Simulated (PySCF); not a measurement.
SiF₃OH, optimised at PBE0/def2-TZVP:

```xyz
6

O     -0.0038     0.7414    -1.4712
Si     0.0019     0.0418    -0.0275
F      0.0211    -1.5274    -0.1218
F      1.2477     0.4593     0.8360
F     -1.3001     0.4857     0.7190
H      0.7162     0.5933    -2.0850
```

Energies from PySCF (xtb for GFN2), thermal terms from the rigid-rotor harmonic-oscillator model, ideal gas at 1 bar. 6-31G* has spherical d functions here. All species are closed-shell singlets. B3LYP is the form with VWN-RPA correlation. SiF₃OH: computed as isolated molecules; such fragments, hydroxides, amides, oligomers or adducts are transient or little studied in the gas.

**Question.** List the harmonic frequencies (cm⁻¹, unscaled) at this level and at the other levels, each on its own geometry.

**Answer.** 
- PBE0/def2-TZVP: 138, 267, 281, 367, 380, 389, 772, 804, 994, 1021, 1048, 3941
- B3LYP/6-31G*: 91, 261, 279, 359, 377, 382, 777, 822, 1008, 1026, 1048, 3821
- GFN2-xTB: 145, 193, 205, 278, 286, 288, 748, 783, 949, 991, 1058, 3662
- HF/6-31G*: 98, 280, 302, 386, 413, 413, 835, 852, 1065, 1084, 1107, 4132
- PBE/def2-SVP: 113, 249, 263, 342, 355, 363, 736, 768, 964, 989, 1009, 3785
